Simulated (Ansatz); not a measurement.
Basis-set series for AlH₆NSi, SMILES `[NH2][AlH][SiH3]`. Charge 0, multiplicity 1. The geometry is a stationary point of PBE0-D4/def2-TZVP. It is one conformer, not always the lowest.

| functional | basis | functions | energy (Eh) | HOMO (eV) | LUMO (eV) |
| --- | --- | --- | --- | --- | --- |
| PBE0-D4 | def2-SVP | 80 | -589.78787 | -7.49 | -0.98 |
| PBE0-D4 | def2-TZVPP | 199 | -590.04512 | -7.51 | -1.13 |
| ωB97M-V | def2-SVP | 80 | -590.00799 | -9.46 | 0.78 |
| ωB97M-V | def2-TZVPP | 199 | -590.26946 | -9.52 | 0.54 |

Q: Give the rows for def2-QZVPP. (Estimate.)

A: Computed: 
| functional | basis | functions | energy (Eh) | HOMO (eV) | LUMO (eV) |
| --- | --- | --- | --- | --- | --- |
| PBE0-D4 | def2-QZVPP | 377 | -590.06618 | -7.52 | -1.18 |
| ωB97M-V | def2-QZVPP | 377 | -590.28975 | -9.54 | 0.36 |

Positive LUMOs are unbound and depend on the basis.
